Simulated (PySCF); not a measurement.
# Excitation energies in several basis sets

Compound: N2H4.
Structure used (PBE0-D3(BJ)/def2-SVP), in Å, numbered top down from 1:
```
atom  x, y, z in Å
N1     0.552   -0.436    0.209
N2    -0.539    0.444    0.216
H3     0.233   -1.363    0.479
H4     1.002   -0.520   -0.704
H5    -0.209    1.379    0.440
H6    -1.027    0.496   -0.679
```

TDDFT with PBE0 (PySCF), vertical singlets, core orbitals frozen in the response, spherical d and f functions. One conformer (not necessarily the lowest) at the PBE0-D3(BJ)/def2-SVP geometry, without solvent, vibrations or thermal averaging.

| basis | functions | diffuse | S1 (eV) | S2 (eV) | S3 (eV) | S4 (eV) | S5 (eV) | LUMO (eV) | α (au) |
| --- | --- | --- | --- | --- | --- | --- | --- | --- | --- |
| 6-31+G* | 44 | yes | 6.47 | 6.54 | 7.11 | 7.15 | 8.17 | 0.92 | 18.7 |
| aug-cc-pVDZ | 82 | yes | 5.69 | 5.75 | 6.42 | 6.49 | 6.96 | -0.20 | 22.9 |
| def2-TZVPD | 110 | yes | 6.07 | 6.13 | 6.96 | 7.01 | 7.86 | 0.36 | 22.7 |
| aug-cc-pVTZ | 184 | yes | 5.70 | 5.77 | 6.43 | 6.49 | 6.92 | -0.22 | 23.2 |

Problem. How much do these states and the polarisability depend on the basis?

Solution. Against aug-cc-pVTZ the other sets differ by up to 0.77 eV in S1, 0.78 eV in S2, 0.68 eV in S3, 0.66 eV in S4, 1.25 eV in S5. Against aug-cc-pVTZ the polarisability deviates by -19% in 6-31+G*, -1% in aug-cc-pVDZ, -2% in def2-TZVPD. A single + in a Pople set puts diffuse functions on heavy atoms only.
